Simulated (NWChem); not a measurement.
# Basis-set dependence for S (-1)

```xyz
1

S      0.0000     0.0000     0.0000
```
Charge -1, spin multiplicity 2.

All runs are NWChem calculations.

Hartree-Fock energies in Ha, correlation energies in mHa.

The correlated methods keep 5 core orbitals frozen. The stability of the SCF solutions was not checked. Open-shell Hartree-Fock references start from PBE0 orbitals. Coupled-cluster values serve here as a point of comparison, not as the truth.

```csv
basis,functions,UHF,UMP2,SCS-UMP2,CCSD on ROHF,CCSD[T] on ROHF,CCSD(T) on ROHF,CCSD on UHF,CCSD[T] on UHF,CCSD(T) on UHF
aug-cc-pVDZ,27,-397.53258,-122.0,-119.7,-143.4,-147.7,-147.6,-139.6,-143.6,-143.5
aug-cc-pVTZ,50,-397.54257,-156.8,-156.6,-182.1,-190.6,-190.6,-177.1,-185.3,-185.2
```

From aug-cc-pVDZ to aug-cc-pVTZ the Hartree-Fock energy moves by -10.0 mHa and the UMP2 correlation energy by -34.8 mHa, which is 22 % of its value in the larger set.
